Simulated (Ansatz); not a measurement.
Two isomers of C3H6N2: A = `CN1C=NC1`, B = `N=CCC=N`.

Calculated with Ansatz (gas phase, PBE0-D4/def2-TZVP geometries, no zero-point term in ΔE). CCSD(T)/CBS is the MP2 limit (def2-TZVPP, def2-QZVPP) plus CCSD(T) − MP2 in def2-TZVPP, frozen cores. Functionals use def2-TZVPP. B3LYP here is the variant with VWN-RPA as its local correlation; programs differ in this. One conformer a species, not always the lowest.

Question: Which isomer does CCSD(T)/CBS put lower? Give the gap. (An estimate is asked.)

Answer: The calculation gave: B, by 19.5 kcal/mol.

Question: Give E(B) − E(A) in kcal/mol with B3LYP, PBE-D4, MP2/def2-TZVPP, CCSD(T)/def2-TZVPP, CCSD/def2-TZVPP, PBE0-D4, B2PLYP. (Best estimate.)

Answer: The calculation gave: B3LYP -20.7, PBE-D4 -15.4, MP2/def2-TZVPP -17.1, CCSD(T)/def2-TZVPP -19.7, CCSD/def2-TZVPP -20.3, PBE0-D4 -14.9, B2PLYP -19.9. None reverses the order clearly.

Largest T1 diagnostic: 0.013.

In def2-TZVPP, CCSD(T) changes the Hartree–Fock value by +4.4 kcal/mol (the triples alone add +0.6 kcal/mol) and MP2 by +7.0 kcal/mol.
